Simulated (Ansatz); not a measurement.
C4H8O can be A, `OCC1CC1`, or B, `C1CCOC1`.

Computed with Ansatz on PBE0-D4/def2-TZVP structures; ΔE is electronic, products minus reactants. CCSD(T)/CBS adds triple-zeta CCSD(T) − MP2 to the extrapolated MP2 energy (def2 sets, frozen cores). DFT in def2-TZVPP. B3LYP here is the variant with VWN-RPA as its local correlation; programs differ in this. One conformer a species, not always the lowest.

Problem. Which isomer does CCSD(T)/CBS put lower? Give the gap. (An estimate is asked.)

Solution. Ansatz gave: B, by 57.4 kJ/mol.

Problem. Give E(B) − E(A) in kJ/mol with B2PLYP, MP2/def2-TZVPP, CCSD/def2-TZVPP, B3LYP-D4, PBE0-D4, ωB97M-V, HF/def2-TZVPP. (An estimate is asked.)

Solution. Computed: B2PLYP -56.8, MP2/def2-TZVPP -52.4, CCSD/def2-TZVPP -59.3, B3LYP-D4 -59.0, PBE0-D4 -56.8, ωB97M-V -56.5, HF/def2-TZVPP -64.4. None reverses the order clearly.

Largest T1 diagnostic: 0.010.

In def2-TZVPP, CCSD(T) changes the Hartree–Fock value by +5.5 kJ/mol (the triples alone add +0.4 kJ/mol) and MP2 by +12.1 kJ/mol. From PBE to PBE0 (25 % exact exchange), in def2-TZVPP and without D4, E(B) − E(A) moves by −3.5 kJ/mol.
